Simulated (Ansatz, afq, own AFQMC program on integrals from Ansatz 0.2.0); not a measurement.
BSiH2, doublet, reference energies and how methods fare

```xyz
4

Si    0.0000    0.0000    0.6345
B     0.0000    0.0000   -1.2907
H     0.0000   -1.0258   -1.9185
H     0.0000    1.0258   -1.9185
```

Geometry: a PBE0/def2-TZVP stationary point, not shown to be a minimum. Basis cc-pVDZ. Only valence electrons are correlated. Ansatz 0.2.0 and our own AFQMC program on the same integrals; the CISD trial comes from CCSD amplitudes, and released means the phaseless constraint is let go. ± is one standard error of the sampling.

Best estimates are CCSD(T) at the basis-set limit (def2-TZVPP/QZVPP) plus the step from CCSD(T) to the highest rung at hand in cc-pVDZ, named in the table (released AFQMC can keep some 10 meV of bias). No zero-point, core-correlation or spin–orbit terms. Other levels are in cc-pVDZ, the functionals in def2-TZVP; a dash marks a level that is missing or breaks spin symmetry for a member.

Cautions: BSiH₂ (doublet): an unrestricted solution with more broken spin lies lower, the released energies are still falling, so no released level is given (meV from the phaseless value at times in 1/Eh: -8 ± 10 at 0.24, -11 ± 10 at 0.51, -15 ± 10 at 0.99, -30 ± 13 at 1.62, -47 ± 13 at 2.40), though the last usable value meets CCSDT(Q) within the noise, the ph-AFQMC/HF walk drifts between its halves (2.8 errors), its ph-AFQMC/CISD value lies 26 ± 9 meV above CCSDT(Q); BSiH₂⁺ (triplet): lower spins were not checked, its ph-AFQMC/CISD value lies 20 ± 8 meV above CCSDT(Q); row 1: this needn't be the first ionization.

```tsv
process	best estimate (kcal/mol)	highest rung
to charge +1, triplet (vertical)	211.3	CCSDT(Q)
to free atoms	252.1	CCSDT(Q)
```

Errors against the best estimates in kcal/mol, the processes numbered in the order above:

```tsv
level	error, 1	error, 2
MP2	-9.1	-21.2
CCSD(T)	-6.9	-21.1
ph-AFQMC/CISD	-7.2 ± 0.3	-21.1 ± 0.2
CCSD(T)/CBS	0.2	-0.4
PBE	-4.5	6.4
r2SCAN	-5.0	5.8
PBE0	-3.1	3.4
B3LYP	-1.2	4.2
wB97M-V	-1.2	5.0
B2PLYP	-3.4	-0.2
```

Cost at the first geometry: PBE0/cc-pVDZ, 1.5 s on 1 thread of Arm Neoverse V1 (shared host); UCCSD(T)/cc-pVDZ, 4.1 s on 1 thread of Arm Neoverse V1, with other jobs on the host; CCSDT(Q), 15 s on 1 thread of Arm Neoverse V1, with other jobs on the host; ph-AFQMC/CISD with release, 4.2 min on 1 thread of Arm Neoverse V1 (shared host).

Best estimates are given only where the step beyond CCSD(T) is under 0.3 eV and no member's determinant is very poor (T1 over 0.05, or 0.07 for open shells, ⟨S²⟩ too high by 0.3, two states mixed), so the hardest cases are missing from such tables.

The functionals ran in a triple-zeta set and keep a basis error of their own, a few kJ/mol for each bond in atomization energies and more for double hybrids, so close places among them and the extrapolated levels can swap.

CCSDT and higher add their correlation energy to the determinant of the CCSD(T) run, since their own runs factorise the integrals more tightly (a shift of under 2 meV). Each member of a difference takes its own highest rung, so a best estimate needn't equal the limit plus the step of one row. A walk keeps the symmetry of its determinant, which the program's search chose and which needn't be the lowest solution, so a lower state of the same spin and another symmetry isn't excluded.
